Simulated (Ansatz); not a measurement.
# CH₄NO+: single points off equilibrium

The atoms stand at a structure displaced at random from a GFN2-xTB minimum. How far do the functionals agree with CCSD(T) there?

Computed with Ansatz 0.2.0, Gaussian basis. Level: single points in def2-TZVPP.

Correlated methods freeze the cores.

## (1) Starting geometry

SMILES `NC=[OH+]`, 7 atoms, charge 1, spin multiplicity 1.

Atoms are counted from 1 here; the program's logs count them from 0.

Bond lengths: N1–C2 1.353 Å, N1–H4 0.913 Å, N1–H5 1.212 Å, C2–O3 1.298 Å, C2–H6 1.120 Å, O3–H7 1.000 Å. Angles: C2–N1–H4 124.3°, C2–N1–H5 115.0°, H4–N1–H5 120.0°, N1–C2–O3 114.0°, N1–C2–H6 122.3°, O3–C2–H6 123.5°, C2–O3–H7 113.5°.

Coordinates:

```
N    -0.8547    0.2753   -0.4984
C     0.2689    0.1394    0.2431
O     0.8810   -0.9919    0.0708
H    -1.2093   -0.3839   -1.0215
H    -1.4846    1.2900   -0.2911
H     0.5824    0.9019    1.0005
H     1.6945   -1.0964    0.6431
```

## (2) CCSD(T)/def2-TZVPP

File run/in.yaml:

```yaml
crystal:
  periodic: [false, false, false]
  atoms:
    - {symbol: N, position_ang: [-0.854700, 0.275300, -0.498400]}
    - {symbol: C, position_ang: [0.268900, 0.139400, 0.243100]}
    - {symbol: O, position_ang: [0.881000, -0.991900, 0.070800]}
    - {symbol: H, position_ang: [-1.209300, -0.383900, -1.021500]}
    - {symbol: H, position_ang: [-1.484600, 1.290000, -0.291100]}
    - {symbol: H, position_ang: [0.582400, 0.901900, 1.000500]}
    - {symbol: H, position_ang: [1.694500, -1.096400, 0.643100]}
basis:
  gaussian: {orbitals: def2-TZVPP}
total_charge: 1
correlation: {method: ccsd_t}
output: {forces: true}
```

The command line of these runs was not kept.

## (3) PBE0-D4/def2-TZVPP

Edit run/in.yaml of step 2 so:

```diff
@@ -13,3 +13,3 @@
 total_charge: 1
-correlation: {method: ccsd_t}
-output: {forces: true}
+hamiltonian: {xc: pbe0, dispersion: d4}
+output: {forces: true, orbitals: {seedname: orbitals}}
```

## (4) wB97M-V/def2-TZVPP

Edit run/in.yaml of step 3 so:

```diff
@@ -13,3 +13,3 @@
 total_charge: 1
-hamiltonian: {xc: pbe0, dispersion: d4}
-output: {forces: true, orbitals: {seedname: orbitals}}
+hamiltonian: {xc: {name: wB97M-V}}
+output: {forces: true}
```

## (5) r2SCAN-D4/def2-TZVPP

Edit run/in.yaml of step 4 so:

```diff
@@ -13,3 +13,3 @@
 total_charge: 1
-hamiltonian: {xc: {name: wB97M-V}}
+hamiltonian: {xc: r2scan, dispersion: d4}
 output: {forces: true}
```

## (6) PBE-D4/def2-TZVPP

Edit run/in.yaml of step 5 so:

```diff
@@ -13,3 +13,3 @@
 total_charge: 1
-hamiltonian: {xc: r2scan, dispersion: d4}
+hamiltonian: {xc: pbe, dispersion: d4}
 output: {forces: true}
```

## (7) CAM-B3LYP-D4/def2-TZVPP

Edit run/in.yaml of step 6 so:

```diff
@@ -13,3 +13,3 @@
 total_charge: 1
-hamiltonian: {xc: pbe, dispersion: d4}
+hamiltonian: {xc: {name: CAM-B3LYP}, dispersion: d4}
 output: {forces: true}
```

## (8) LC-wPBE/def2-TZVPP

Edit run/in.yaml of step 7 so:

```diff
@@ -13,3 +13,3 @@
 total_charge: 1
-hamiltonian: {xc: {name: CAM-B3LYP}, dispersion: d4}
+hamiltonian: {xc: {name: LC-wPBE}}
 output: {forces: true}
```

(Steps that only read results are left out.)

What does the calculation give? Wanted: energy less free atoms, CCSD(T)/def2-TZVPP; RMS force component; RMS force error; HOMO and LUMO, PBE0-D4; T1 diagnostic.

As calculated:

| quantity | value |
| --- | --- |
| energy less free atoms, CCSD(T)/def2-TZVPP | -1750.6 kJ/mol |
| RMS force component | 3.161 to 3.332 eV/Å over the methods |
| RMS force error | PBE0-D4 0.232, wB97M-V 0.157, r2SCAN-D4 0.103, PBE-D4 0.191, CAM-B3LYP-D4 0.253, LC-wPBE 0.298 eV/Å |
| HOMO and LUMO, PBE0-D4 | -15.47 and -7.47 eV |
| T1 diagnostic | 0.017 |

What this shows: Against CCSD(T) the functionals' energies less atoms differ by -181.5 to -65.9 kJ/mol, PBE-D4 by -181.5 kJ/mol. CCSD(T) in triple zeta still lacks some correlation energy of the bonds, so part of these gaps is its own basis error and they don't rank the functionals. The forces of r2SCAN-D4 come nearest to CCSD(T), those of LC-wPBE are farthest. Frozen-core CCSD(T) forces in triple zeta carry basis errors of their own, and this is one geometry, so small gaps rank nothing.
